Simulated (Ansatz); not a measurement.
Geometry optimisation, RKS PBE0-D4/def2-SVP (Ansatz).

input.yaml

```yaml
crystal:
  periodic: [false, false, false]
  atoms:
    - { symbol: Al, position_ang: [0.0, 0.0, 0.0] }
    - { symbol: Cl, position_ang: [1.5382, 0.0, 1.8812] }
    - { symbol: H, position_ang: [1.7598, 0.0, 0.023] }
    - { symbol: H, position_ang: [-1.351, 0.0, -0.78] }
basis:
  gaussian: { orbitals: def2-SVP }
hamiltonian:
  xc: pbe0
  dispersion: d4
relax:
  f_tol: 0.15
  max_steps: 25
  restrain:
    - { distance: [1, 2], at: 1.37, k: 30.0 }
    - { distance: [0, 1], at: 3.43, k: 30.0 }
    - { distance: [0, 2], at: 2.76, k: 30.0 }
```

Command:

```bash
$ ansatz run input.yaml --threads 1 --pin off --max-ram 2048MiB --backend cpu --events-out ev --progress --plain --runs-dir out
```

Question: Where does it end, and by what steps?

Answer: The forces met the threshold. The restraints hold the end off the free minimum. After 9 steps the energy has fallen by 0.401 eV (the restraints' own energy left out); Al1 moved furthest, 1.02 Å. Parted: Al1–Cl2 (2.43 → 3.43 Å). Joined: Cl2–H3 (1.87 → 1.34 Å).

```tsv
step	energy less start (eV)	largest force component (eV/Å)	accepted
0	0.0000	4.045	yes
1	1.3980	7.076	yes
2	2.3683	8.753	yes
3	1.5986	8.005	yes
4	0.2061	3.035	yes
5	-0.2921	0.904	yes
6	-0.3339	1.195	yes
7	-0.3764	1.023	yes
8	-0.3970	1.057	yes
9	-0.4007	1.062	yes
```

```xyz
4
Properties=species:S:1:pos:R:3
Al -0.152 0.000 -1.010
Cl 1.693 0.000 1.879
H 2.087 0.000 0.602
H -1.681 0.000 -0.347
```

The run took 8.9 s on 1 thread of Arm Neoverse V2, with other jobs on the host, peak memory 0.1 GiB.
